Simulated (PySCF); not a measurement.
# How methods differ on the ionisation energy of Cl

Cl [Ne] 3s2 3p5 (2P) → Cl⁺ [Ne] 3s2 3p4 (3P), as a difference of total energies. All numbers are calculated (PySCF 2.14, no relativity, point nucleus, in cc-pV(T+d)Z (5s4p3d1f, 39 functions)). Correlated levels: valence: [Ne] frozen. The calculations carry no spin-orbit coupling.

| method | ionisation energy (eV) |
| --- | --- |
| UHF | 11.773 |
| M06-L | 12.879 |
| MN15 | 13.054 |
| MP2 (valence) | 12.714 |
| SCS-MP2 (valence) | 12.712 |
| CCSD (valence) | 12.674 |
| CCSD(T) (valence) | 12.712 |

Q: How much does correlation contribute at CCSD(T) (valence)?

A: 12.712 − (11.773) = 0.939 eV, measured against UHF.

Errors of the correlated levels include the incompleteness of this basis and the frozen core.

For comparison: 12.974 eV (measured; NIST levels, between the centres of gravity of the two terms).
